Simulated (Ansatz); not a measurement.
System: CsCl-type TlBr. Method: PBE+SOC in Ansatz (PAW).

Numerical settings: plane-wave cutoff 520 eV, 8×8×8 k mesh, Fermi–Dirac smearing 0.01 eV, PAW data made under PBE.

The cell has the measured lattice: a = 3.980 Å, b = 3.980 Å, c = 3.980 Å, α = 90.00°, β = 90.00°, γ = 90.00°.

**Question.** Estimate the band gap, smallest direct gap on the k points sampled and Γ–Γ gap that the calculation returns.

**Answer.** 
- band gap = 1.24 eV (indirect)
- smallest direct gap on the k points sampled = 1.65 eV
- Γ–Γ gap = 6.82 eV

Note: cell and atoms aren't relaxed at this level (pressure 1.0 GPa).

Computed values are for the static lattice.

It cost around 40 core-seconds (rough) of CPU time.

Ansatz is a program for electronic structure.
